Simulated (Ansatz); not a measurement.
**A cut through the energy surface**

SiH₃O (SMILES [O-][SiH3]) (charge -1), singlet, at its PBE0-D4/def2-TZVPD minimum:

```tsv
atom	x (Å)	y (Å)	z (Å)
O1	-1.4799	0.2783	0.7174
Si2	-0.0922	0.0173	0.0448
H3	-0.0906	-0.2504	-1.4628
H4	0.7134	-1.1805	0.5560
H5	0.9493	1.1353	0.1445
```

The bond length Si2–H3 (1.531 Å at the minimum) is set to the values below, with the rest relaxed at PBE0-D4/def2-TZVPD at each step. Each method's energies count from its own value at the PBE0-D4 minimum structure. Computed with Ansatz 0.2.0 (basis: def2-TZVPPD); correlated methods freeze the cores. B3LYP uses VWN-RPA correlation.

| bond length (Å) | CCSD(T) (kcal/mol) | PBE-D4 (kcal/mol) | wB97M-V (kcal/mol) | PBE0-D4 (kcal/mol) | MP2 (kcal/mol) |
| --- | --- | --- | --- | --- | --- |
| 1.317 | 9.76 | 10.76 | 9.43 | 10.18 | 9.44 |
| 1.362 | 5.53 | 6.36 | 5.30 | 5.87 | 5.26 |
| 1.428 | 1.73 | 2.27 | 1.62 | 1.95 | 1.55 |
| 1.505 | 0.05 | 0.20 | 0.03 | 0.11 | 0.00 |
| 1.590 | 0.63 | 0.28 | 0.67 | 0.49 | 0.75 |
| 1.683 | 3.19 | 2.23 | 3.27 | 2.82 | 3.55 |
| 1.780 | 7.19 | 5.46 | 7.29 | 6.49 | 7.81 |
| 1.883 | 12.24 | 9.65 | 12.33 | 11.18 | 13.18 |
| 1.991 | 17.91 | 14.66 | 17.98 | 16.69 | 19.21 |

Minimum and curvature along this coordinate at CCSD(T): A fifth-order fit through the nearest points gives 1.524 Å, with a curvature of about 14 eV/Å².

Largest difference from the CCSD(T) curve over the scan: r2SCAN-D4 1.28; B3LYP-D4 1.80; HF 1.54 kcal/mol. Each curve counts from its own value at the minimum.

T1 diagnostic: at most 0.018.

For scale, one of the runs: CCSD(T)/def2-TZVPPD, 139 basis functions (an equivalent command: `ansatz run in.yaml --threads 2`). The run took 4.1 s on 2 CPU threads (shared host), with 0.87 GiB of host memory at its peak.
